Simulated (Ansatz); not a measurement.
YZr3: from a trial structure to a relaxed crystal

Method: DFT PBE, scalar-relativistic, plane waves, PAW (Ansatz 0.2.0). Cutoff 420 eV, Γ-centred k mesh, Gaussian smearing, no spin polarisation in the final step.

YZr3 was placed on the Ni3Sn (D0_19) structure type (P6_3/mmc, No. 194), with Y in place of Sn, Zr in place of Ni, at a guessed volume.

```
Y Zr
1.0
     6.03862    0.00000    0.00000
    -3.01931    5.22960    0.00000
     0.00000    0.00000    4.84693
Y Zr
2 6
Cartesian
  0.0000 3.4864 1.2117
  3.0193 1.7432 3.6352
  3.0193 3.4829 1.2117
  -1.5066 4.3563 3.6352
  1.5127 0.8733 1.2117
  0.0000 1.7467 3.6352
  4.5259 0.8733 1.2117
  1.5066 4.3563 3.6352
```

Cell and atoms relax at zero pressure; the relaxation can't lower the symmetry of the start. After a coarse first stage the cell is made exact in the group found at 0.06 Å.

The zero of energy is the elements' standard structures at the same level; no fitted shifts are applied.

**Question.** Describe the relaxed structure.

**Answer.** It keeps P6_3/mmc (No. 194). The result has the Ni3Sn (D0_19) structure. Conventional cell: a = 6.670 Å, c = 5.236 Å. Y is coordinated by 12 Zr at 3.29–3.34 Å; Zr is coordinated by 6 Zr at 3.21 Å, 4 Y at 3.29–3.34 Å and 2 Zr at 3.46 Å.

Space group P6_3/mmc (No. 194). a = 6.670 Å, b = 6.670 Å, c = 5.236 Å, α = 90.00°, β = 90.00°, γ = 120.00°
| atom | site | symmetry | x | y | z |
| --- | --- | --- | --- | --- | --- |
| Y | 2c | -6m2 | 0.3333 | 0.6667 | 0.2500 |
| Zr | 6h | mm2 | 0.8395 | 0.6790 | 0.2500 |

**Question.** What are its volume, energy, density and gap?

**Answer.** The volume per atom is 25.21 Å³. The density is 5.97 g/cm³. The energy over the elements is 0.06 eV/atom and the gap on the 6×6×8 mesh is 0 eV (a metal).

The final run used a 6×6×8 mesh on its 8-atom cell and 0.10 eV smearing. For metals, differences of a few meV/atom aren't resolved. A structure relaxed within its symmetry needn't be a true minimum.

Cost: 3 runs of about 2.6 core-minutes in all, on Arm Neoverse V1 (shared hosts).